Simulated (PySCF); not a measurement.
Computed Raman spectrum (relative Raman activity) of a molecule C6H6. Geometry: TPSSh-D3(BJ)/def2-SVP. Other conformers were not sampled. These are TPSSh-D3(BJ)/def2-SVP in PySCF 2.14.0 values and carry that method's errors. No scaling factor is applied to the harmonic values.

Lines under 2 % of the strongest are left out, and lines within 2 cm⁻¹ are merged.

ν (cm⁻¹): 1018 (w), 1189 (w), 1653 (w), 3178 (s), 3203 (vs) (against the strongest line: vs over 80 %, s over 45 %, m over 15 %, w over 4 %, vw less)

Q: Which molecule gave these data?
A) C=C=CC#CC
B) c1ccccc1
C) C#CC1=CCC1
D) C#CCC#CC

A: B, c1ccccc1
